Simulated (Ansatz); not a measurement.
Basis-set extrapolation for CHF, SMILES `[CH]F` (PBE0-D4/def2-TZVP geometry, frozen core, Ansatz). Multiplicity 1, RHF reference.

|  | def2-TZVPP | def2-QZVPP |
| --- | --- | --- |
| HF | -137.818556 | -137.824694 |
| MP2 correlation | -0.384429 | -0.418010 |
| CCSD(T) correlation | -0.415724 | -0.447221 |

Energies in hartree. Use E(X) = E(∞) + A·exp(−7.88·√X) for Hartree–Fock and E(X) = E(∞) + B·X^(−2.97) for correlation, with X = 3 and 4.

Q: What is the CCSD(T) energy at the basis-set limit?

A: HF limit: -137.824694 + (-0.006138) × 0.13774 = -137.82554. Correlation limit: -0.447221 + (-0.031497) × 0.74074 = -0.47055. Total: -138.29609 hartree, 162.3 kJ/mol below CCSD(T)/def2-TZVPP.
